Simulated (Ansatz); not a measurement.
Mulliken charges of `BF` from B3LYP/def2-TZVPP in Ansatz (PBE0-D4/def2-TZVP geometry).

```csv
atom,x (Å),y (Å),z (Å),charge (e)
B1,-0.027,-0.004,-0.031,0.206
F2,1.061,-0.297,0.650,-0.221
H3,-1.012,-0.649,0.186,0.008
H4,0.034,0.890,-0.826,0.008
```

Question: By hand: the dipole of these point charges (1 e Å = 4.8032 D).

Answer: Σ q r = (-0.248, 0.067, -0.155) e Å, of length 0.300 e Å = 1.44 D.

Question: How does the dipole of the full density compare? (Estimate.)

Answer: The calculation gave: (-0.127, 0.034, -0.079) e Å, 0.74 D; the point charges give 1.95 times that, at 0° from its direction.

Point charges leave out the atoms' own dipoles, such as those of lone pairs, and Mulliken's split depends on the basis, so the two needn't agree.

B3LYP here is the variant with VWN-RPA as its local correlation; programs differ in this.
